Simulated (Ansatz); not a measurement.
Input for Ansatz (development build ahead of 0.2.0):

```yaml
crystal:
  periodic: [false, false, false]
  atoms:
    - { symbol: C, position_ang: [0.0, -0.02954, -1.2404] }
    - { symbol: S, position_ang: [0.0, -0.06436, 0.71652] }
    - { symbol: H, position_ang: [0.0, -1.1629, -1.59205] }
    - { symbol: H, position_ang: [-0.97187, 0.49525, -1.67495] }
    - { symbol: H, position_ang: [0.97187, 0.49525, -1.67495] }
    - { symbol: H, position_ang: [0.0, 1.37942, 0.92003] }
basis:
  gaussian: { orbitals: def2-TZVP }
hamiltonian:
  xc: hf
correlation:
  method: mp2
  frozen_orbitals: { C: 1, H: 0, S: 5 }
```

The input is written out in the form of the current development build from the run's settings.

The run gave:

- Converged: yes
- Reference energy: -437.71623 hartree
- Correlation energy: -0.35418 hartree
- Total energy: -438.07041 hartree
- Spin squared of the determinant: 0.000

Caution: no unrestricted run beside it, a lower state can exist.
